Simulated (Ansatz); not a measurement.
# AlH2F (singlet): wave-function methods side by side, cc-pVDZ

How much of the correlation energy of AlH2F (singlet) does each wave-function method recover here?

Computed with Ansatz 0.2.0, Gaussian basis. Level: cc-pVDZ, core rule «outside noble gas», up to 6 orbitals frozen.

The runs, in order: UHF; CCSD(T) on RHF; BCCD(T) on RHF; CISD; CCSDT(Q) on RHF; CCSDTQ on RHF.

9 further runs of the same task are left out: 6 for a known fault of the program, 3 set aside as unsound or not needed.

### 1 The geometry

The geometry is a PBE0/def2-TZVP stationary point (not a proven minimum).

4 atoms, charge 0, spin multiplicity 1.

Atoms are counted from 1 here; the program's logs count them from 0.

Bond lengths: Al1–F2 1.650 Å, Al1–H3 1.576 Å, Al1–H4 1.576 Å. Angles: F2–Al1–H3 117.0°, F2–Al1–H4 117.0°, H3–Al1–H4 126.0°.

### 2 UHF

in.yaml

```yaml
crystal:
  periodic: [false, false, false]
  atoms:
    - {symbol: Al, position_ang: [0.000000, 0.000000, 0.623040]}
    - {symbol: F, position_ang: [0.000000, 0.000000, -1.026821]}
    - {symbol: H, position_ang: [0.000000, 1.404203, 1.338066]}
    - {symbol: H, position_ang: [0.000000, -1.404203, 1.338066]}
basis:
  gaussian: {orbitals: cc-pVDZ}
magnetization: {spin_polarized: true, initial_magnetization: 0}
hamiltonian: {xc: hf}
output: {orbitals: {seedname: orbitals}}
```

Command:

```console
> ansatz run in.yaml --threads 1 --pin off --events-out ev --progress --plain --max-ram 2816MiB --backend cpu
```

Further steps of the session: CCSD(T) on RHF; BCCD(T) on RHF; CISD; CCSDT(Q) on RHF; CCSDTQ on RHF.

**Question.** What will the summary of the whole plan be? Wanted: RCCSDTQ below the RHF energy; RMP2 from RCCSDTQ; RCCSD from RCCSDTQ; RCCSD(T) from RCCSDTQ; RCCSDT(Q) from RCCSDTQ; T1 diagnostic.

As calculated:

| quantity | value |
| --- | --- |
| RCCSDTQ below the RHF energy | -7.6021 eV |
| RMP2 from RCCSDTQ | +57.1 kJ/mol |
| RCCSD from RCCSDTQ | +11.9 kJ/mol |
| RCCSD(T) from RCCSDTQ | +2.2 kJ/mol |
| RCCSDT(Q) from RCCSDTQ | -0.1 kJ/mol |
| levels within 1 kcal/mol (43 meV) | RCCSD(T), BCCD(T), RCCSDT, RCCSDT(Q) |
| T1 diagnostic | 0.014 |

What this shows: RCCSD(T) misses by +2.2 kJ/mol, 0.3 % of the correlation energy. These misses are within one basis, not against nature.
